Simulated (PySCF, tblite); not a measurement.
# C₅H₁₀Cl radical: geometry, infrared bands and EPR parameters

What infrared bands and EPR parameters should C₅H₁₀Cl radical (`CC[C](C)CCl`) show?

The runs use tblite 0.8.0 and PySCF 2.14.0, with density-fitted response routines of our own; the level of theory stands in each step. All values are computed, except where a source is named. Atoms count from 0, in the outputs and in this text.

## (1) Starting geometry

16 atoms, charge 0, multiplicity 2; geometry from: force field or distance geometry start.

Bonds of the start (Å): C0–C1 1.54, C1–C2 1.48, C2–C3 1.49, C2–C4 1.49, C4–Cl5 1.80, C0–H6 1.11, C0–H7 1.10, C0–H8 1.10, C1–H9 1.10, C1–H10 1.11, C3–H11 1.12, C3–H12 1.10, C3–H13 1.14, C4–H14 1.12, C4–H15 1.10.

## (2) Optimising the geometry with GFN2-xTB

Job settings and geometry (Å):

```
{"job": {"kind": "relax", "xc": "GFN2-xTB", "basis": "xTB"}, "charge": 0, "multiplicity": 2}
C      1.705700    -0.947400    -0.002200
C      0.732500    -0.031500     0.768600
C     -0.305700     0.368900    -0.206200
C     -1.065600    -0.767500    -0.789400
C     -1.098900     1.586700     0.143500
Cl     0.016800     2.987900     0.284900
H      1.138600    -1.433000    -0.830100
H      2.078300    -1.680600     0.727600
H      2.492000    -0.319100    -0.435500
H      1.238200     0.846900     1.183700
H      0.239200    -0.665900     1.541000
H     -0.705600    -0.928400    -1.837300
H     -2.159500    -0.676000    -0.817300
H     -0.825700    -1.747000    -0.261200
H     -1.631100     1.551300     1.123900
H     -1.856700     1.863700    -0.605300
```

On the command line:

```bash
> OMP_NUM_THREADS=1 python probes_run.py task.json out
```

One launch serves the whole session: the jobs run in the order shown.

**Question.** This job is followed by: GFN2-xTB harmonic vibrations, gas phase; UKS B3LYP, pcH-1 on C Cl H, non-relativistic, mean-field spin-orbit, GIAO. Predict these results of the whole session: strongest single infrared mode (GFN2-xTB); zero-point energy (GFN2-xTB); g(iso) (B3LYP); ⟨S²⟩; largest a(iso) (averaged by class); potential on the surface of density 0.002 e/bohr³, 1st and 99th percentile.

**Answer**, as computed:

```
                                                                  quantity                value
                                 strongest single infrared mode (GFN2-xTB)  353 cm⁻¹, 54 km/mol
                                              zero-point energy (GFN2-xTB)        84.7 kcal/mol
                                                            g(iso) (B3LYP)              2.00453
                                                                      ⟨S²⟩   0.756 (exact 0.75)
                                        largest a(iso) (averaged by class)  13C on C2, 82.2 MHz
potential on the surface of density 0.002 e/bohr³, 1st and 99th percentile   -1.01 V and 1.00 V
```

**Reading.** Over 116 steps the energy fell by 0.760 eV; of the close pairs, C4–Cl5 changed most, 1.797 to 1.943 Å. No mode is imaginary among the 42: a minimum at this level. The strongest single mode, at 353 cm⁻¹, moves mainly C4. GFN2-xTB is a fitted tight-binding method: band positions and strengths are rough. Its intensities can rank the bands wrongly. C2 carries the largest spin population, 0.83 e. The isotropic g lies 2.2 ppt above the free-electron value. These values are for one conformer; the search (at its own cheap level) found 2 more, at 0.07, 0.73 kcal/mol, and measured spectra average over such forms.
